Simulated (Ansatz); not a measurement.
The same path of CH$_{5}$OSi (8 atoms, charge 1, multiplicity 1) was run twice with different band settings. The coordinate that changes most is the dihedral H5–C1–Si2–O3.

Level of theory: Ansatz 0.2.0, RHF/def2-SVP.

Relaxed end points:

```xyz
8
Properties=species:S:1:pos:R:3
C -0.756 0.809 0.008
Si 0.670 -0.273 -0.351
O 0.990 -1.606 0.417
H -0.393 1.815 0.243
H -1.364 0.440 0.835
H -1.377 0.893 -0.890
H 1.642 0.008 -1.394
H 0.588 -2.086 1.132
```

```xyz
8
Properties=species:S:1:pos:R:3
C -0.757 0.809 0.008
Si 0.766 -0.183 -0.156
O 0.868 -1.715 0.177
H -1.011 1.237 -0.968
H -0.568 1.647 0.687
H -1.600 0.225 0.377
H 2.031 0.365 -0.615
H 0.270 -2.385 0.489
```

Common settings: spring 5.0 eV/Å²; optimiser quadratic models (default); start path through a guess of the saddle point; force threshold 0.05 eV/Å; iteration limit 60; end points relaxed.

| run | movable images | climbing image |
| --- | --- | --- |
| 1 | 7 | yes |
| 2 | 2 | no |

Problem. What does each run give, and how far can it be trusted?

Solution. Run 1: converged after 13 iterations, highest image 0.011 eV above the first end. A vibrational analysis at the climbing image gives one clearly imaginary mode, 72i cm⁻¹: a first-order saddle point.
Run 2: converged after 9 iterations, highest image 0.009 eV above the first end. No image climbed, so the highest image needn't sit at the top of the path. So few images can step over the top or miss a turn of the path.
Limits of this set-up: the dipole of an ion depends on the origin.
